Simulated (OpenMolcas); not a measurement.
**SiClF (SMILES F[Si]Cl): levels of theory compared**

Wanted: a comparison of 6 runs (HF/3-21G, B3LYP/6-31G*, PBE/pcseg-1, SVWN5/cc-pVDZ, r2SCAN/def2-SVP, B2PLYP/def2-SVPD) of SiClF. 

The results are computed with OpenMolcas 26.06.

4 further runs of the same task are left out: 4 set aside as unsound or not needed.

**1. The system as given**

The species is SiClF (3 atoms), meant as a singlet with charge 0. As SMILES, `F[Si]Cl`. The shape is that of a GFN2-xTB optimisation.

Bond lengths: F1–Si2 1.631 Å, Si2–Cl3 2.037 Å. Angles: F1–Si2–Cl3 97.3°.

**2. Energy and forces at HF/3-21G (run 1)**

Contents of calc.inp:

```
>>> EXPORT MOLCAS_PRINT=2

&GATEWAY
 BasLib = $CurrDir
 Coord
 3
 angstrom
 F        0.643570      -1.170880       0.217180
 Si      -0.631340      -0.346450      -0.379740
 Cl      -0.012230       1.517330       0.162560
 Basis = 3-21G
 Group = NoSym

&SEWARD

&SCF
 Thresholds = 1e-10 1e-07 1e-07 1e-05
 PrOrbitals = 1 2

&ALASKA
```

The basis set 3-21G is read from a file made from the Basis Set Exchange's data (not shown).

The run is started by

```sh
$ export MOLCAS_MEM=1860
$ pymolcas calc.inp > calc.log
```

Log:

```text
--- Start Module: gateway ---
[...]
--- Stop Module: gateway /rc=_RC_ALL_IS_WELL_ ---
[...]
      Basis functions           35
[...]
--- Start Module: scf ---
[...]
       Convergence after  12 Iterations
[...]
::    Total SCF energy                               -843.6698421883
[...]
      Total spin, S                                     0.0000000000
[...]
      Total electronic charge=   40.000000
      Total            charge=   -0.000000
[...]
      Dipole Moment (debye):
      Origin of the operator (angstrom)=   -0.0716    0.2578   -0.0099
                   X= -1.6622E+00               Y= -1.4382E+00               Z= -1.0584E+00           Total=  2.4395E+00
      Quadrupole Moment (debye*angstrom):
[...]
--- Stop Module: scf /rc=_RC_ALL_IS_WELL_ ---
--- Start Module: alaska ---
[...]
 *              Molecular gradients               *
 **************************************************
  Irreducible representation: a
 ------------------------------------------------------------------------------------------
                              X                       Y                       Z
 ------------------------------------------------------------------------------------------
  F1                3.17859566020218E-03    2.65547225311202E-03    2.01346078058862E-03
  SI2               1.28908061369355E-02    5.54211680250418E-02    1.31438593651581E-02
  CL3              -1.60694017971474E-02   -5.80766402781521E-02   -1.51573201457369E-02
 ------------------------------------------------------------------------------------------
--- Stop Module: alaska /rc=_RC_ALL_IS_WELL_ ---
[...]
```

Run time: 1.9 s. Hardware: 1 thread of Arm Neoverse V1, shared host; peak memory 0.37 GiB.

**3. Energy and forces at B3LYP/6-31G(d) (spherical functions) (run 2)**

Contents of calc.inp:

```
&gateway
baslib=$CurrDir
coord
3
bohr
F      1.21617104    -2.21264252     0.41041072
Si    -1.19305969    -0.65469562    -0.71760460
Cl    -0.02311135     2.86733814     0.30719388
basis=6-31Gs
group=NoSym
&seward
gridinput
Grid=UltraFine
End of Grid
&scf
ksdft=B3LYP
thresholds=1e-10 1e-07 1e-07 1e-05
prorbitals=1
&alaska
```

The basis set 6-31G* is read from a file made from the Basis Set Exchange's data (not shown).

The run is started by

```sh
$ export MOLCAS_MEM=1860
$ pymolcas calc.inp > calc.log
```

Log:

```text
--- Start Module: gateway ---
[...]
--- Stop Module: gateway /rc=_RC_ALL_IS_WELL_ ---
[...]
      Basis functions           50
[...]
--- Start Module: scf ---
[...]
       Convergence after  13 Iterations
[...]
::    Total KS-DFT energy                            -849.5956633316
[...]
      Total spin, S                                     0.0000000000
[...]
      Total electronic charge=   40.000000
      Total            charge=   -0.000000
[...]
      Dipole Moment (debye):
      Origin of the operator (angstrom)=   -0.0716    0.2578   -0.0099
                   X= -9.5355E-01               Y= -5.1664E-01               Z= -5.7280E-01           Total=  1.2265E+00
      Quadrupole Moment (debye*angstrom):
[...]
--- Stop Module: scf /rc=_RC_ALL_IS_WELL_ ---
[...]
--- Start Module: alaska ---
[...]
 *              Molecular gradients               *
 **************************************************
  Irreducible representation: a
 ------------------------------------------------------------------------------------------
                              X                       Y                       Z
 ------------------------------------------------------------------------------------------
  F1                6.47505066724285E-03    2.32799843752751E-03    3.75803101334782E-03
  SI2              -2.72977123345797E-03    2.23633095935654E-02    1.01839651659574E-03
  CL3              -3.74527943381908E-03   -2.46913080310875E-02   -4.77642752993201E-03
 ------------------------------------------------------------------------------------------
--- Stop Module: alaska /rc=_RC_ALL_IS_WELL_ ---
[...]
```

It took 8.1 s on 1 thread of Arm Neoverse V1, shared host; peak memory 0.38 GiB.

Runs 3 to 5 aren't shown in full; the table further down has their settings and results.

**4. A single-point energy at B2PLYP/def2-SVPD (run 6)**

Contents of input.xyz:

```xyz
3

F      0.643570    -1.170880     0.217180
Si    -0.631340    -0.346450    -0.379740
Cl    -0.012230     1.517330     0.162560
```

Contents of test.input:

```
&GATEWAY
BasLib = $CurrDir
Coord = input.xyz
Basis = def2-SVPD
Group = NoSym
&SEWARD
GridInput
Grid=UltraFine
End of Grid
&SCF
KSDFT = B2PLYP_SCF
Thresholds = 1e-10 1e-07 1e-07 1e-05
PrOrbitals = 1
&MBPT2
Frozen = 11
```

The basis set def2-SVPD is read from a file made from the Basis Set Exchange's data (not shown).

The run is started by

```sh
$ export MOLCAS_MEM=1860
$ pymolcas test.input > test.log
```

Log:

```text
--- Start Module: gateway ---
[...]
--- Stop Module: gateway /rc=_RC_ALL_IS_WELL_ ---
[...]
      Basis functions           74
[...]
--- Start Module: scf ---
[...]
       Convergence after  15 Iterations
[...]
::    Total KS-DFT energy                            -848.8358039396
[...]
      Total spin, S                                     0.0000000000
[...]
      Total electronic charge=   40.000000
      Total            charge=   -0.000000
[...]
      Dipole Moment (debye):
      Origin of the operator (angstrom)=   -0.0716    0.2578   -0.0099
                   X= -1.1367E+00               Y= -1.4565E-01               Z= -6.3042E-01           Total=  1.3080E+00
      Quadrupole Moment (debye*angstrom):
[...]
--- Stop Module: scf /rc=_RC_ALL_IS_WELL_ ---
[...]
--- Start Module: mbpt2 ---
[...]
 ###    WARNING: MP2 implementation intended for RHF references only         ###
 ###############################################################################
MBPT2 WARNING: Reference function according to RunFile:KS-DFT
I'll assume you know what you're doing and continue
WARNING!
Default frozen orbitals as non valence orbitals is overwritten by user input.
Default values:   8
[...]
       Reference weight ( Cref**2 )         =        0.81422
::    Total MBPT2 energy                             -849.3546010681
[...]
      Total MBPT2 calculations                           0.12      0.16
--- Stop Module: mbpt2 /rc=_RC_ALL_IS_WELL_ ---
[...]
```

Wall time 12 s (1 thread of Arm Neoverse V1, shared host); peak memory 0.43 GiB.

**5. The series**

| run | level | integration grid | task | energy (Eh) | dipole moment (D) | HOMO energy (eV) | LUMO energy (eV) | wall time |
| --- | --- | --- | --- | --- | --- | --- | --- | --- |
| 1 | HF/3-21G | – | gradient | -843.669842 | 2.44 | -10.84 | 0.28 | 1.9 s |
| 2 | B3LYP/6-31G* (spherical functions) | UltraFine | gradient | -849.595663 | 1.23 | -7.77 | -2.61 | 8.1 s |
| 3 | PBE/pcseg-1 | UltraFine | gradient | -849.134464 | 1.14 | -6.97 | -3.44 | 8.4 s |
| 4 | SVWN5/cc-pVDZ | UltraFine | gradient | -846.343772 | 0.98 | -6.86 | -3.35 | 6.9 s |
| 5 | r2SCAN/def2-SVP | UltraFine | gradient | -849.190084 | 0.94 | -7.02 | -3.13 | 9.3 s |
| 6 | B2PLYP/def2-SVPD | UltraFine | energy | -848.975879 | 1.31 | -9.12 | -1.41 | 12 s |

**6. Outcome**

| quantity | value |
| --- | --- |
| run 6: total energy | -848.97588 Eh |
| run 6: dipole moment (SCF part) | 1.31 D |
| run 6: HOMO energy (SCF part's orbitals) | -9.12 eV |
| run 6: LUMO energy (SCF part's orbitals) | -1.41 eV |
| run 6: HOMO–LUMO gap (SCF part's orbitals) | 7.71 eV |

In words: The dipole moment (its size) runs from 0.94 D (r2SCAN/def2-SVP) to 2.44 D (HF/3-21G). The two ends differ in method and basis. The HOMO–LUMO gap runs from 3.51 eV (SVWN5/cc-pVDZ) to 11.13 eV (HF/3-21G). For B2PLYP the log adds the whole second-order term; the table takes 0.27 of it, as the functional is defined. Totals of different functionals can't be ranked against each other. All runs together took 46 s, the longest 12 s.
